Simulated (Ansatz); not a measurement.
## 1,2-elimination

Start structure (BNH$_{4}$O, singlet), relaxed at PBE0-D4/def2-TZVP:

```xyz
7
angstrom
B -0.5993 0.0505 0.0333
N 0.6257 -0.4431 0.5092
O -0.7224 0.8545 -1.0663
H 0.1076 1.0637 -1.5007
H -1.6086 -0.2374 0.6093
H 1.5229 -0.2564 0.0945
H 0.6741 -1.0318 1.3208
```

The step: BNH₄O ([NH2][BH][OH]) → BHO ([BH][O]) + NH₃ (still joined by a long B–N bond); bonds formed: N2–H4; bonds broken: O3–H4; bonds weakened to dative contacts: B1–N2. Ansatz 0.2.0; basis: def2-TZVPP and def2-QZVPP; cores frozen in the correlated methods. Extrapolation: Hartree–Fock as exp(−7.88 √X), correlation as X^−2.97. Energies below are by CCSD(T) at an estimated basis limit (MP2 extrapolated from triple and quadruple zeta, plus CCSD(T) − MP2 in triple zeta).

**Question.** What are the electronic barrier and the energy of the step, from the start structure to the end structure? (Judge from chemistry; the value comes from the calculation.)

**Answer.** The calculation gives: Barrier 2.116 eV; step energy 1.338 eV (uphill); reverse barrier, their difference, 0.778 eV. Barrier and step energy count from the start structure, the reverse barrier from the end structure.

The saddle point: One imaginary mode of 1558i cm⁻¹.
| pair | start (Å) | saddle (Å) | end (Å) |
| --- | --- | --- | --- |
| N2–H4 | 2.56 | 1.25 | 1.02 |
| B1–N2 | 1.40 | 1.58 | 1.72 |
| O3–H4 | 0.96 | 1.34 | 2.45 |

Zero-point energy (harmonic, PBE0-D4): ZPE is 1.489 eV at the start and 1.355 eV at the saddle, so the barrier goes from 2.116 to 1.982 eV.

First-order rate constant out of the start structure at 898 K by transition-state theory, with harmonic vibrational free energies alone and no tunnelling: ΔA‡ = 2.045 eV, so k = (kB T/h) exp(−ΔA‡/kB T) ≈ 10^2 s⁻¹ (an order of magnitude at best: rotation, the number of equivalent paths and anharmonicity are left out).

The T1 diagnostic stays at or below 0.018.

Labels in which every atom is bracketed show which atoms are joined, not bond orders.

For scale, one of the runs: CCSD(T)/def2-TZVPP, 149 basis functions, launched by `ansatz run in.yaml --threads 2 --pin off --events-out ev --progress --plain --max-ram 4352MiB`. Time: 14 s of wall clock on 2 CPU threads of an Arm Neoverse V2; the host was shared. Peak host memory: 1 GiB.
